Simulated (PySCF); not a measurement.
**Shapes and spin states of C₄**

Computed with PySCF, PBE, basis C def2-TZVP (no relativity, density fitting).

Relaxations began from a few typed shapes and spin states; open shells are unrestricted. The search is not exhaustive: other isomers or separated fragments can lie lower, and high-lying points may rest on an excited occupation.

```csv
spin,group,bonds,angles,imaginary modes (cm⁻¹),ΔE (kJ/mol),ΔE with ZPE (kJ/mol)
broken-symmetry Ms = 0 (⟨S²⟩ 0.28),D2h,"C–C 1.452 Å (×4), C–C 1.514 Å","C–C–C 58.6° (×4), C–C–C 62.9° (×2), C–C–C 117.1° (×2)",none,0.0,0.0
"singlet (closed shell, unstable to spin polarisation)",D2h,"C–C 1.456 Å (×4), C–C 1.506 Å","C–C–C 58.9° (×4), C–C–C 62.3° (×2), C–C–C 117.7° (×2)",none,2.2,2.2
triplet,D2h,"C–C 1.436 Å (×4), C–C 1.580 Å","C–C–C 56.6° (×4), C–C–C 66.8° (×2), C–C–C 113.2° (×2)",none,48.1,45.7
triplet,D2d,"C–C 1.442 Å (×4), C–C 1.959 Å (×2)","C–C–C 47.2° (×8), C–C–C 85.6° (×4)",none,81.4,79.7
```

The lowest minimum found is the broken-symmetry Ms = 0 (⟨S²⟩ 0.28) D2h: C–C 1.452 Å (×4), C–C 1.514 Å; C–C–C 58.6° (×4), C–C–C 62.9° (×2), C–C–C 117.1° (×2).

For the lowest minimum: the determinant is spin-contaminated (⟨S²⟩ = 0.28, pure value 0.00). The spin densities have lower symmetry than the nuclear frame.
